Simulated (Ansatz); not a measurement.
Basis-set extrapolation for `C/N=C\C=N\C` (PBE0-D4/def2-TZVP geometry, frozen core, the Gaussian-basis code of Ansatz). Multiplicity 1, RHF reference.

|  | def2-TZVPP | def2-QZVPP |
| --- | --- | --- |
| HF | -265.077416 | -265.089701 |
| MP2 correlation | -1.064844 | -1.134597 |
| CCSD(T) correlation | -1.157536 | not run |

Energies in hartree. Use E(X) = E(∞) + A·exp(−7.88·√X) for Hartree–Fock and E(X) = E(∞) + B·X^(−2.97) for correlation, with X = 3 and 4, and add CCSD(T) minus MP2 of the smaller set to the MP2 limit.

Q: What is the CCSD(T) energy at the basis-set limit?

A: HF limit: -265.089701 + (-0.012285) × 0.13774 = -265.09139. MP2 limit: -1.134597 + (-0.069753) × 0.74074 = -1.18627. Higher-order term: -1.157536 − (-1.064844) = -0.09269. Total: -266.37035 hartree, 355.5 kJ/mol below CCSD(T)/def2-TZVPP.
